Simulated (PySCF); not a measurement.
Gas-phase reaction: 4 (CH₃)₃SiCl + Cl₂ = 2 H₃SiSiCl₃ + 3 C₄H₁₀ (isobutane)

Energies from PySCF (xtb for GFN2), thermal terms from the rigid-rotor harmonic-oscillator model, ideal gas at 1 bar. † marks an energy on the PBE0/def2-TZVP geometry and frequencies; other levels use their own. MP2 freezes the core. 6-31G* has spherical d functions here. All species are closed-shell singlets. B3LYP is the form with VWN-RPA correlation. H₃SiSiCl₃: computed as isolated molecules; such fragments, hydroxides, amides, oligomers or adducts are transient or little studied in the gas. MP2 isn't extrapolated to the basis-set limit; its ΔH°(298 K) is -27.1 kJ in def2-SVP and 79.8 kJ in def2-TZVPP. The harmonic model lacks anharmonicity and excited electronic states, which grow with temperature; levels with a mode under 35 cm⁻¹ are left out. Internal rotation in (CH₃)₃SiCl, H₃SiSiCl₃, C₄H₁₀ (isobutane) is treated as a harmonic vibration of one conformer, which makes the entropy rough.

```json
[
 {"level": "B3LYP/6-31G*", "ΔE electronic, kJ": "15", "ΔH°(298 K), kJ": "16", "ΔS°(298 K), J/K": "-47", "ΔG°(2500 K), kJ": "210"},
 {"level": "BLYP/def2-TZVP†", "ΔE electronic, kJ": "79", "ΔH°(298 K), kJ": "83", "ΔS°(298 K), J/K": "-40", "ΔG°(2500 K), kJ": "268"},
 {"level": "GFN2-xTB", "ΔE electronic, kJ": "-423", "ΔH°(298 K), kJ": "-433", "ΔS°(298 K), J/K": "-62", "ΔG°(2500 K), kJ": "-228"},
 {"level": "MP2/def2-SVP†", "ΔE electronic, kJ": "-31", "ΔH°(298 K), kJ": "-27", "ΔS°(298 K), J/K": "-40", "ΔG°(2500 K), kJ": "158"},
 {"level": "PBE/def2-TZVP†", "ΔE electronic, kJ": "68", "ΔH°(298 K), kJ": "72", "ΔS°(298 K), J/K": "-40", "ΔG°(2500 K), kJ": "257"},
 {"level": "PBE0/def2-TZVP", "ΔE electronic, kJ": "67", "ΔH°(298 K), kJ": "71", "ΔS°(298 K), J/K": "-40", "ΔG°(2500 K), kJ": "256"}
]
```
ΔH° is lowest at GFN2-xTB and highest at BLYP/def2-TZVP†. No reference value is set beside these.
